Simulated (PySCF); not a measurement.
Molecule: HC≡CCF(CH3)2 (C#CC(C)(C)F, C5H7F).

Molfile (atoms numbered from 1):
```
C5H7F
     RDKit          3D

 13 12  0  0  0  0  0  0  0  0999 V2000
    2.4129    0.6796    0.2993 C   0  0  0  0  0  0  0  0  0  0  0  0
    1.2203    0.4764    0.2955 C   0  0  0  0  0  0  0  0  0  0  0  0
   -0.2272    0.2142    0.2757 C   0  0  0  0  0  0  0  0  0  0  0  0
   -0.8285    0.6174   -1.0621 C   0  0  0  0  0  0  0  0  0  0  0  0
   -0.5150   -1.2360    0.6327 C   0  0  0  0  0  0  0  0  0  0  0  0
   -0.8219    1.0065    1.2519 F   0  0  0  0  0  0  0  0  0  0  0  0
    3.4715    0.8631    0.3061 H   0  0  0  0  0  0  0  0  0  0  0  0
   -0.6368    1.6818   -1.2539 H   0  0  0  0  0  0  0  0  0  0  0  0
   -0.3914    0.0266   -1.8790 H   0  0  0  0  0  0  0  0  0  0  0  0
   -1.9150    0.4495   -1.0383 H   0  0  0  0  0  0  0  0  0  0  0  0
   -1.6025   -1.3983    0.6499 H   0  0  0  0  0  0  0  0  0  0  0  0
   -0.0621   -1.9149   -0.1032 H   0  0  0  0  0  0  0  0  0  0  0  0
   -0.1048   -1.4663    1.6252 H   0  0  0  0  0  0  0  0  0  0  0  0
  1  2  3  0
  2  3  1  0
  3  4  1  0
  3  5  1  0
  3  6  1  0
  1  7  1  0
  4  8  1  0
  4  9  1  0
  4 10  1  0
  5 11  1  0
  5 12  1  0
  5 13  1  0
M  END
```

Geometry PBE0-D3(BJ)/def2-SVP throughout; GIAO in PySCF, gas phase, one conformer, non-relativistic; equivalent atoms averaged; basis pcSseg-1.

**Question.** How do the absolute shieldings σ depend on the functional? (ppm; last column core-seconds on shared hosts with different chips, so compare them loosely; the GGAs took longer than the global hybrids here, which isn't the general rule, and the cause wasn't traced)

**Answer.** 
```
functional                    kind     C1     C2     C3  C4/C5     F6     H7  H8/H9/H10/H11/H12/H13  core-s
        HF            Hartree–Fock  106.4  107.4  116.4  161.4  378.6  28.64                  30.14     4.1
       LDA                     LDA   97.4   86.6   88.8  148.4  321.5  28.59                  29.27      12
       PBE                     GGA  103.5   92.3   91.2  148.4  323.1  28.95                  29.66      17
      BLYP                     GGA  101.5   88.8   85.2  143.0  323.0  29.19                  29.82      16
      BP86                     GGA  103.3   92.1   90.6  147.8  323.9  28.99                  29.71      16
      OPBE                     GGA  111.2  101.4  100.7  155.5  329.8  28.89                  29.71      17
       KT2                     GGA  112.2  102.1   96.8  151.9  318.2  28.68                  29.63      18
       KT3                     GGA  114.2  103.8   97.4  152.0  323.5  28.91                  29.79      19
     B97-D                     GGA  107.3   96.2   91.9  147.9  329.4  29.15                  29.85      18
     B3LYP           global hybrid  101.8   92.2   92.2  147.5  336.6  29.06                  29.84      12
      PBE0           global hybrid  104.2   96.5   99.4  153.5  339.7  28.83                  29.74      12
  mPW1PW91           global hybrid  103.7   96.1   98.6  152.6  340.4  28.88                  29.79      12
      WP04           global hybrid   99.6   92.2   81.8  141.4  338.2  29.34                  30.03     9.2
     B97-2           global hybrid  106.8   98.7   99.1  153.0  340.6  28.97                  29.84       9
 BHandHLYP           global hybrid  102.8   97.4  101.4  153.1  353.6  28.86                  29.90     9.3
 CAM-B3LYP  range-separated hybrid  101.2   93.4   96.2  150.8  344.1  28.88                  29.78      12
   wB97X-D  range-separated hybrid  103.5   96.5   99.5  153.0  343.8  28.89                  29.84      11
   LC-wPBE  range-separated hybrid  102.6   97.7  104.1  157.8  352.8  28.79                  29.80      17
```

**Question.** Which nucleus moves most, in ppm?

**Answer.** F6 (fluorine on an sp3 carbon): from 318.2 ppm with KT2 to 378.6 ppm with HF. The smallest spread is 0.76 ppm, at H7. Proton shifts span only some 12 ppm, so a few tenths of a ppm matter as much there as several ppm in carbon.
